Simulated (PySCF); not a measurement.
# Gas-phase thermal properties of CHF₃

Computed with PySCF (xtb for GFN2) and rigid-rotor harmonic-oscillator thermochemistry at 1 bar. The comparison is the NASA 1993 polynomial table, which mixes measured and estimated data. 6-31G* has spherical d functions here. All species are closed-shell singlets. B3LYP is the form with VWN-RPA correlation. The harmonic model lacks anharmonicity and excited electronic states, which grow with temperature; levels with a mode under 35 cm⁻¹ are left out. The table's entry may be an old estimate for CHF₃ (not checked at source).

```
level           point group  σ  ZPE (kJ/mol)  S°298 (J/mol/K)  Cp298 (J/mol/K)  S°1000 (J/mol/K)  H1000 − H298 (kJ/mol)
--------------  -----------  -  ------------  ---------------  ---------------  ----------------  ---------------------
table                     -  -             -            259.7             51.2             346.9                   53.4
B3LYP/6-31G*            C3v  3          67.1            260.0             50.9             346.3                   52.9
GFN2-xTB                C3v  3          60.6            261.7             54.1             352.1                   55.2
HF/6-31G*               C3v  3          73.9            257.9             48.1             340.2                   50.6
PBE/def2-SVP            C3v  3          64.6            260.3             51.6             348.0                   53.7
PBE0/def2-TZVP          C3v  3          66.8            259.5             50.6             345.8                   52.9
```
σ: rotational symmetry number. Electronic degeneracy used: 1. Frequencies are unscaled.
